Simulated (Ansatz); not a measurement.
Diamond, treated with PBE in Ansatz (PAW).

Numerical settings: plane-wave cutoff 520 eV, 12×12×12 k mesh, perturbation theory, force constants from a 4×4×4 q mesh, scalar-relativistic PAW data made under PBE.

Computed at the level's own relaxed cell. Harmonic vibrational thermodynamics at fixed volume:

```csv
T (K),S_vib (J/K per mol of atoms),C_V (J/K per mol of atoms),F_vib (eV/atom)
0,0.00,0.00,0.1791
200,0.79,2.45,0.1787
400,4.91,10.45,0.1733
500,7.61,13.74,0.1668
700,12.99,18.02,0.1454
800,15.49,19.36,0.1306
1000,20.02,21.14,0.0937
```

The crystal is taken as a harmonic solid at every temperature: melting, phase changes and thermal expansion are not seen.

At Γ the run gives TO 1290 cm⁻¹ and LO 1290 cm⁻¹.

Measured, for comparison: zone-centre TO phonon frequency 1333 cm⁻¹ (low temperature, zero-point motion not removed; as tabulated in Kunc et al. (2003), arXiv:cond-mat/0304692). Computed (rounded) less measured: zone-centre TO phonon frequency -3 %.

Ansatz is a program for electronic structure.
